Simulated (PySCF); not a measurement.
Ligands exchanged one at a time, Al F-H. Gas-phase values, no solvent. Strings in code marks are SMILES.

The four lowest singlet excitations (Tamm–Dancoff). Method: ωB97X-D3(BJ)/def2-TZVP // B3LYP-D3(BJ)/def2-TZVP (PySCF). Excitations are Tamm–Dancoff values on a coarser integration grid. The basis has no diffuse functions, so Rydberg states are missing or too high.

| state | energy (eV) | wavelength (nm) | oscillator strength |
|---|---|---|---|
| S1 | 8.18 | 152 | 0.146 |
| S2 | 9.24 | 134 | 0.299 |
| S3 | 9.49 | 131 | 0.000 |
| S4 | 9.58 | 129 | 0.000 |

Which member gives these states?
A. `[F][AlH2]`
B. `[F][AlH][F]`
C. `[F][Al]([F])[F]`

B, `[F][AlH][F]`
